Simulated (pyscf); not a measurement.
Thermochemistry of product channels of `[O]=[Nb]([F])([F])[F]` + `[ClH]` on the singlet surface, in kcal/mol, from ωB97M-D3(BJ)/def2-TZVP energies (ideal gas, 1 atm, RRHO with modes under 100 cm⁻¹ raised to 100, one conformer, R ln 2 for chiral ones without a mode under 150 cm⁻¹). Single points on ωB97X-D3(BJ)/def2-SVP structures (PySCF, gas phase).

```csv
products,ΔE,ΔH(298 K),ΔG(298 K),ΔG(900 K)
`[OH][Nb]([F])([F])([F])[Cl]`,?,-11.9,-2.7,+15.1
`[O]=[NbH]([F])[F]` + `[F][Cl]`,+111.7,+110.8,+109.4,?
```

Problem. Fill in the missing entries.

Solution. 
- `[OH][Nb]([F])([F])([F])[Cl]`, ΔE: -14.4
- `[O]=[NbH]([F])[F]` + `[F][Cl]`, ΔG(900 K): +106.9

The channel to HO–Nb(F)(F)(F)–Cl turns unfavourable between 298 and 1200 K (ΔG from -2.7 kcal/mol to +23.5 kcal/mol).

These are energies of the channels, which say nothing of barriers. Elements past Kr carry the def2 core potentials, without spin-orbit coupling.
